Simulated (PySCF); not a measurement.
Gas-phase reaction: 4 AlO + 2 F₂O = 4 AlOF + O₂

Computed with PySCF (xtb for GFN2) and rigid-rotor harmonic-oscillator thermochemistry at 1 bar. 'Table' is the NASA 1993 thermochemical table (part measured, part estimated). After a fit of one offset per element over all species, the range-separated, M06-2X, PBE0/def2-QZVP and CCSD(T)/def2-TZVPP enthalpies, where run, lie to one side of the table for AlOF (+153 kJ/mol): a fault of the table's entry, another state or a shared error of the levels is possible; this was not checked at source. † marks an energy on the PBE0/def2-TZVP geometry and frequencies; other levels use their own. 6-31G* has spherical d functions here. Open shells (unrestricted): AlO (multiplicity 2), O₂ (multiplicity 3); the rest are closed-shell singlets. GFN2 has no spin-polarisation term. B3LYP is the form with VWN-RPA correlation. For this reaction the table lies outside the span of B3LYP, M06-2X, PBE0, r2SCAN, ωB97M-V, ωB97X-V in their largest bases here; which side is off was not settled. The table's entry may be an old estimate for AlO, F₂O, AlOF (not checked at source).

```
level               ΔH°(298 K), kJ
------------------  --------------
table                      -2643.2
B3LYP/6-31G*                     …
GFN2-xTB                         …
PBE/def2-SVP               -1826.3
ωB97M-V/def2-TZVP†         -2019.3
ωB97X-V/def2-TZVP†               …
```

Problem. Some entries are withheld; supply them.

Solution. 
- B3LYP/6-31G*, ΔH°(298 K), kJ: -1870.0
- GFN2-xTB, ΔH°(298 K), kJ: -1897.0
- ωB97X-V/def2-TZVP†, ΔH°(298 K), kJ: -2030.6
